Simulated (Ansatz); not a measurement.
Geometry optimisation, RKS BHLYP-D4/def2-SVP in Ansatz 0.2.0.

Input file:

```yaml
crystal:
  periodic: [false, false, false]
  atoms:
    - { symbol: Si, position_ang: [-0.136093, -0.026149, 0.026566] }
    - { symbol: H, position_ang: [0.050266, 0.083231, 1.476832] }
    - { symbol: H, position_ang: [1.17067, -0.06826, -0.645904] }
    - { symbol: H, position_ang: [-0.883833, 1.175277, -0.43272] }
    - { symbol: O, position_ang: [-0.999211, -1.37319, -0.401844] }
    - { symbol: H, position_ang: [-1.95116, -1.344788, -0.371826] }
    - { symbol: P, position_ang: [1.751811, -2.517212, 1.372679] }
    - { symbol: H, position_ang: [0.652164, -2.748683, 0.520424] }
    - { symbol: H, position_ang: [2.54127, -1.894102, 0.379045] }
    - { symbol: H, position_ang: [1.235117, -1.303624, 1.889149] }
basis:
  gaussian: { orbitals: def2-SVP }
hamiltonian:
  xc: { name: BHLYP }
  dispersion: d4
relax:
  f_tol: 0.03
  max_steps: 50
output:
  orbitals: {}
```

Run as:

```bash
$ ansatz run input.yaml --threads 2 --pin off --max-ram 3072MiB --backend cpu --events-out ev --progress --plain --runs-dir out
```

Question: Where does it end, and by what steps?

Answer: The run converged. After 8 steps the energy has fallen by 0.257 eV; H10 moved furthest, 0.74 Å.

| step | energy less start (eV) | largest force component (eV/Å) | accepted |
| --- | --- | --- | --- |
| 0 | 0.0000 | 0.523 | yes |
| 1 | -0.1819 | 0.168 | yes |
| 2 | -0.2376 | 0.176 | yes |
| 3 | -0.2413 | 0.913 | yes |
| 4 | -0.2483 | 0.627 | yes |
| 5 | -0.2529 | 0.158 | yes |
| 6 | -0.2227 | 0.512 | no |
| 7 | -0.2561 | 0.072 | yes |
| 8 | -0.2570 | 0.026 | yes |

```xyz
10
Properties=species:S:1:pos:R:3
Si -0.325 0.231 -0.132
H -0.239 0.393 1.340
H 1.024 0.261 -0.725
H -1.125 1.359 -0.669
O -0.994 -1.228 -0.544
H -1.862 -1.449 -0.219
P 1.891 -2.906 1.394
H 0.702 -2.708 0.650
H 2.693 -2.179 0.479
H 1.665 -1.789 2.237
```

Run time: 16 s on 2 threads of Arm Neoverse V1 (shared host), peak memory 0.16 GiB.
